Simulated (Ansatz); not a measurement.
Relative stability

Two relaxed structures of C2H2Li (charge +1), closed shell (PBE0-D4/def2-TZVP; forces vanish, vibrations not checked).

A:

```
5
angstrom
Li -2.4134 0.6651 -0.8481
C -0.5264 0.1442 -0.1849
C 0.6355 -0.1754 0.2234
H 0.8969 -1.2181 0.4285
H 1.4074 0.5842 0.3811
```

B:

```csv
atom,x (Å),y (Å),z (Å)
Li1,-2.5019,0.4960,-0.8415
C2,-0.5630,0.3073,-0.2138
C3,0.6134,0.2706,0.1741
H4,0.0497,-0.8148,-0.1124
H5,1.6343,0.2812,0.5147
```

Ansatz 0.2.0; basis: def2-TZVPP; cores frozen in the correlated methods. The outer core shell of Li, Na, Mg and K is correlated. B3LYP uses VWN-RPA correlation.

(1) Which structure is lower at CCSD(T), and by how much? (Judge from chemistry; the value comes from the calculation.)

(2) Do the other methods give the same order? (Judge from chemistry; the calculation decides.)

T1 diagnostic: at most 0.020.

Answers

(1) Computed: B, by 8.3 kJ/mol (electronic energy, against the other). By their contacts, A is C₂H₂Li ([Li][C][CH2]), total charge +1 and B is C₂H₂Li ([Li][C]1[H][CH]1), total charge +1.

(2) The calculation gives: Not all: B3LYP-D4, HF give the other order.

```
   method  E(B) − E(A) (kJ/mol)
   PBE-D4                  -9.8
r2SCAN-D4                  -9.2
  PBE0-D4                  -9.5
 B3LYP-D4                   2.1
  wB97M-V                  -6.6
       HF                  23.2
      MP2                 -30.5
     CCSD                  -3.1
  CCSD(T)                  -8.3
```

Labels in which every atom is bracketed show which atoms are joined, not bond orders.

For scale, one of the runs: CCSD(T)/def2-TZVPP, 109 basis functions, launched by `ansatz run in.yaml --threads 2 --pin off --events-out ev --progress --plain --max-ram 4352MiB`. Hardware: 2 CPU threads of an AMD EPYC 9R45, shared host. Wall time about 1.1 s.
